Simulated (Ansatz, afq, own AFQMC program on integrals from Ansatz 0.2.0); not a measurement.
## N₂⁺, quartet in 6-31G, levels against full CI

```yaml
atoms:
  - { symbol: N, position_ang: [0.0000, 0.0000, 0.0000] }
  - { symbol: N, position_ang: [0.0000, 0.0000, 1.2663] }
```

Basis 6-31G. Only valence electrons are correlated. AFQMC by an in-house program on the Cholesky factors that Ansatz 0.2.0 writes for its CCSD(T) run. The CISD trial takes its coefficients from CCSD amplitudes. Released means that phaseless walkers are propagated on without the constraint, phases kept. ± is one standard error of the sampling.

Determinant: UHF, the one that the program's search chose, which needn't be the lowest solution. The geometry is a PBE0/def2-TZVP stationary point of this or a neighbouring charge and spin state.

Full CI on the same integrals is exact in this basis and with this determinant's frozen core.

Cautions: lower spins were not checked; strong correlation (T1 0.107, weight of the determinant 0.59, largest double 0.46); (T) is large, 9 % of the CCSD correlation; (Q) is large, 129 meV, so the cluster series hasn't closed; unrestricted determinant spin contaminated (⟨S²⟩ 4.25 against 3.75); CCSD(T) is in doubt: in a space of 9 electrons in 9 natural orbitals full CI lies 159 meV below it; the CCSDT(Q) amplitudes may be one of several solutions (largest double 1.03); the CCSDTQ amplitudes may be one of several solutions (largest double 1.07); the released energies are still falling, so no released level is given (meV from the phaseless value at times in 1/Eh: -56 ± 21 at 0.24, -45 ± 12 at 0.51, -76 ± 8 at 0.99, -89 ± 7 at 1.62, -98 ± 6 at 2.40); the ph-AFQMC/CISD walk drifts between its halves (2.1 errors).

The T1 diagnostic is 0.1074 and the weight of the determinant in the CISD state is 0.586. The ⟨S²⟩ of the determinant is 4.253 and the size of the correlated space is 9 electrons in 16 orbitals.

```json
{"level": "MP2", "correlation energy (eV)": "-2.9324"}
{"level": "CCSD", "correlation energy (eV)": "-4.9291"}
{"level": "CCSD(T)", "correlation energy (eV)": "-5.3502"}
```

(1) Estimate where full CI lies against CCSD(T) on the same integrals.

(1) 30.9 kJ/mol below CCSD(T).

Reference: full CI, correlation energy -5.670 eV. The cautions show a poor starting determinant, so the rows tell how each method copes with it here, and full CI is the sure value.

```json
{"level": "CCSD(T)", "E − E(reference) (kJ/mol)": "30.9", "share of correlation (%)": "94.36"}
{"level": "CCSDT", "E − E(reference) (kJ/mol)": "6.5", "share of correlation (%)": "98.82"}
{"level": "CCSDT(Q)", "E − E(reference) (kJ/mol)": "-6.0", "share of correlation (%)": "101.10"}
{"level": "CCSDTQ", "E − E(reference) (kJ/mol)": "0.2", "share of correlation (%)": "99.96"}
{"level": "ph-AFQMC/CISD", "E − E(reference) (kJ/mol)": "25.2 ± 0.8", "share of correlation (%)": "95.40"}
```

CCSDT and higher add their correlation energy to the determinant of the CCSD(T) run, since their own runs factorise the integrals more tightly (a shift of under 2 meV).
